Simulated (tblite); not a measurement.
Species: C6H9 (doublet state).
Cartesian coordinates in Å at the GFN2-xTB level; atoms count from 1:
```xyz
15
C6H9 angstrom
C     -1.4000   -0.3197    1.0503
C     -2.0906    0.2318   -0.1859
C     -0.6743    0.4941    0.0737
C      0.5595    0.4181   -0.6512
C      1.5183   -0.7574   -0.4677
C      1.8773    0.5781    0.0824
H     -1.2108   -1.3871    1.1156
H     -1.6659    0.1149    2.0057
H     -2.3716   -0.4509   -0.9820
H     -2.8116    1.0275   -0.0452
H      0.5196    0.8462   -1.6476
H      2.0328   -1.1157   -1.3461
H      1.2260   -1.5316    0.2241
H      1.8302    0.7119    1.1522
H      2.6566    1.1477   -0.4002
```

Computed with GFN2-xTB (tblite): harmonic, unscaled wavenumbers at the GFN2-xTB geometry, gas phase. This tight-binding method is rough: wavenumbers can miss measured ones by several per cent, in bad cases by 10 to 20. One conformer, not necessarily the lowest. Open shells enter through the occupations alone, without spin polarisation, and single modes of such species can be off by tens of per cent.

Harmonic wavenumbers (cm⁻¹): 70.3, 148.0, 191.6, 376.5, 451.5, 714.6, 775.3, 806.1, 840.7, 845.0, 874.2, 950.5, 1001.4, 1013.4, 1037.6, 1044.9, 1053.8, 1062.3, 1072.6, 1081.0, 1112.2, 1139.4, 1154.9, 1245.0, 1319.0, 1424.6, 1432.5, 1436.3, 1465.7, 1554.9, 2986.8, 2997.0, 3019.7, 3035.5, 3038.6, 3086.2, 3089.2, 3098.4, 3115.8.

A = 9163, B = 2312, C = 2236 MHz; mass 81.070 u (most abundant isotopes); point group C1, symmetry number 1; spin multiplicity 2.

Question: Zero-point energy?

Answer: ½Σν̃ = 28082 cm⁻¹ = 80.29 kcal/mol.

Question: What is S at 350 K and 1 bar for an ideal gas of classical rigid rotors and harmonic oscillators?

Answer: Translation 39.92, rotation 26.80, vibration 16.23, spin (R ln 2) 1.38: S = 84.3 cal/(mol K).

Question: And Cp and H(350 K) − H(0)?

Answer: Cp = 29.45 cal/(mol K), of which vibrations give 21.50 (their classical limit is 39 R = 77.5); H(350 K) − H(0) = 5.97 kcal/mol without the zero-point energy, 3.18 from vibrations.

Question: Blend soft modes into free rotors: weight 1/[1 + (100 cm⁻¹/ν̃)⁴] for the oscillator and the rest for a rotor with moment μB/(μ + B), μ = h/(8π²ν), B = 10⁻⁴⁴ kg m². What vibrational entropy results?

Answer: 15.28 cal/(mol K) in place of 16.23, which changes −T·S at 350 K by +0.33 kcal/mol.

Question: How do the functions run with temperature in this model?

Answer: 
| T (K) | S (cal/(mol K)) | Cp (cal/(mol K)) | H − H(0) (kcal/mol) | G − H(0) (kcal/mol) | ln q(vib) |
| --- | --- | --- | --- | --- | --- |
| 150 | 67.1 | 14.7 | 1.70 | -8.37 | 1.21 |
| 250 | 75.9 | 21.0 | 3.45 | -15.53 | 2.35 |
| 298.15 | 80.0 | 25.0 | 4.56 | -19.29 | 2.93 |
| 400 | 88.5 | 33.6 | 7.54 | -27.87 | 4.26 |
| 600 | 104.9 | 47.0 | 15.70 | -47.23 | 7.19 |
| 900 | 126.5 | 59.5 | 31.85 | -82.03 | 11.83 |

q(vib) and H(0) count from the zero-point level.

Question: What must be added to the electronic energy to get the Gibbs energy at 350 K and 1 bar?

Answer: ZPE + [H(350 K) − H(0)] − T·S = 80.29 + 5.97 − 29.51 = 56.75 kcal/mol.

Hindered rotation and anharmonicity are outside this model. Other conformers, if any are populated, would add a mixing term that is left out. The structure is chiral; the term R ln 2 for an equal mix with its mirror image is left out.
